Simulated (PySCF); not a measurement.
How methods differ on the ionisation energy of Si

Si [Ne] 3s2 3p2 (3P) → Si⁺ [Ne] 3s2 3p1 (2P), as a difference of total energies. Computed with PySCF 2.14 in x2c-TZVPPall with one added diffuse shell each of s, p, d type (6s6p4d1f, 51 functions), with scalar relativity by spin-free X2C-1e. Correlated levels: valence: [Ne] frozen. The calculations carry no spin-orbit coupling.

| method | ionisation energy (eV) | error (eV) |
| --- | --- | --- |
| UHF | 7.627 | -0.530 |
| MP2 (valence) | 8.031 | -0.126 |
| SCS-MP2 (valence) | 7.945 | -0.212 |
| CCSD (valence) | 8.061 | -0.096 |
| CCSD(T) (valence) | 8.100 | -0.057 |
| CCSDT (valence) | 8.109 | -0.048 |

Reference: 8.157 eV (measured; NIST levels, between the centres of gravity of the two terms).

Errors of the correlated levels include the incompleteness of this basis and the frozen core.
